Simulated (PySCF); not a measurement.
Gas-phase reaction: 2 PH2 → P2 + 2 H2

Computed with PySCF (xtb for GFN2) and rigid-rotor harmonic-oscillator thermochemistry at 1 bar. † marks an energy on the PBE0/def2-TZVP geometry and frequencies; other levels use their own. MP2 and CCSD(T) freeze the core. 6-31G* has spherical d functions here. Open shells (unrestricted): PH2 (multiplicity 2); the rest are closed-shell singlets. GFN2 has no spin-polarisation term. B3LYP is the form with VWN-RPA correlation. PH2: computed as isolated molecules; such fragments, hydroxides, amides, oligomers or adducts are transient or little studied in the gas. MP2 isn't extrapolated to the basis-set limit; its ΔH°(298 K) is -113.7 kJ in def2-SVP and -132.4 kJ in def2-TZVPP. CCSD(T) isn't extrapolated to the basis-set limit; its ΔH°(298 K) is -92.0 kJ in def2-SVP and -104.0 kJ in def2-TZVPP. The harmonic model lacks anharmonicity and excited electronic states, which grow with temperature; levels with a mode under 35 cm⁻¹ are left out.

| level | ΔE electronic, kJ | ΔH°(298 K), kJ | ΔS°(298 K), J/K | ΔG°(1600 K), kJ |
|---|---|---|---|---|
| B3LYP/6-31G* | -83 | -89 | 53 | -194 |
| CCSD(T)/def2-TZVPP† | -97 | -104 | 53 | -208 |
| GFN2-xTB | -56 | -69 | 56 | -177 |
| MP2/def2-SVP† | -107 | -114 | 53 | -218 |
| PBE0/def2-SVP† | -46 | -53 | 53 | -157 |
| ωB97M-V/def2-TZVP† | -91 | -98 | 53 | -202 |
| ωB97X-V/def2-TZVP† | -64 | -70 | 53 | -175 |
ΔH° is lowest at MP2/def2-SVP† and highest at PBE0/def2-SVP†. No reference value is set beside these.
